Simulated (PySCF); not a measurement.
A side-by-side comparison of computed properties.

First species: C4H7Cl.
SMILES: `ClCC1CC1`

Second species: 4-chloro-1-butene, C₄H₇Cl.
Atom-mapped SMILES: `[CH2:1]=[CH:2][CH2:3][CH2:4][Cl:5]` (hydrogens: H6, H7 on C1; H8 on C2; H9, H10 on C3; H11, H12 on C4)

Structure used (GFN2-xTB), in Å, numbered top down from 1:
```xyz
12
C4H7Cl angstrom
C     -1.985    0.348   -0.021
C     -0.897   -0.296   -0.396
C      0.471    0.315   -0.433
C      1.396   -0.410    0.536
Cl     3.040    0.284    0.479
H     -2.953   -0.123   -0.009
H     -1.954    1.382    0.283
H     -0.949   -1.334   -0.698
H      0.881    0.235   -1.444
H      0.416    1.372   -0.167
H      1.490   -1.465    0.281
H      1.045   -0.309    1.563
```

Levels: B3LYP/def2-SVPD for dipole moment, HOMO energy, LUMO energy, HOMO–LUMO gap, static isotropic polarisability and electronic spatial extent ⟨r²⟩ about the centre of nuclear charge; TDDFT B3LYP/def2-SVPD for lowest singlet excitation; TDA B3LYP/def2-SVPD for lowest triplet excitation (Tamm–Dancoff); GFN2-xTB for rotational constant A and rotational constant C. Geometries: GFN2-xTB. Each species is one conformer at its optimised geometry, gas phase, non-relativistic unless stated; the electronic structure was computed with PySCF and density fitting.

The conformers computed, where there is a choice (atom-mapped SMILES and torsion angles):
- `[Cl:1][CH2:2][CH:3]1[CH2:4][CH2:5]1`: Cl1–C2–C3–C4 151°
- `[CH2:1]=[CH:2][CH2:3][CH2:4][Cl:5]`: C1–C2–C3–C4 118°, C2–C3–C4–Cl5 179°

Values for the first species:

| Quantity | Value |
| --- | --- |
| Dipole moment | 2.25 D |
| HOMO energy | -7.97 eV |
| LUMO energy | 0.25 eV |
| HOMO–LUMO gap | 8.22 eV |
| Lowest singlet excitation | 7.12 eV |
| Lowest triplet excitation (Tamm–Dancoff) | 6.54 eV |
| Static isotropic polarisability | 61.6 au |
| Electronic spatial extent ⟨r²⟩ about the centre of nuclear charge | 641 bohr² |
| Rotational constant A | 11.781 GHz |
| Rotational constant C | 1.901 GHz |

Task: Estimate the same properties for the second species, and the change in each.

Result: 
```tsv
property	first	second	second less first
dipole moment	2.25 D	2.01 D	-0.24 D
HOMO energy	-7.97 eV	-7.61 eV	+0.36 eV
LUMO energy	0.25 eV	-0.46 eV	-0.71 eV
HOMO–LUMO gap	8.22 eV	7.15 eV	-1.07 eV
lowest singlet excitation	7.12 eV	6.70 eV	-0.42 eV
lowest triplet excitation (Tamm–Dancoff)	6.54 eV	4.51 eV	-2.03 eV
static isotropic polarisability	61.6 au	65.7 au	+4.1 au
electronic spatial extent ⟨r²⟩ about the centre of nuclear charge	641 bohr²	805 bohr²	+164 bohr²
rotational constant A	11.781 GHz	19.040 GHz	+7.259 GHz
rotational constant C	1.901 GHz	1.430 GHz	-0.471 GHz
```

On the first: S1 lies 1.10 eV below the HOMO–LUMO gap; its leading configuration is HOMO→LUMO, weight 0.87.

On the second: The dipole matches unit charges of opposite sign 0.42 Å apart (1 e·Å = 4.8032 D). S1 lies 0.45 eV below the HOMO–LUMO gap; its leading configuration is HOMO→LUMO, weight 0.52, beside HOMO−2→LUMO, weight 0.36.
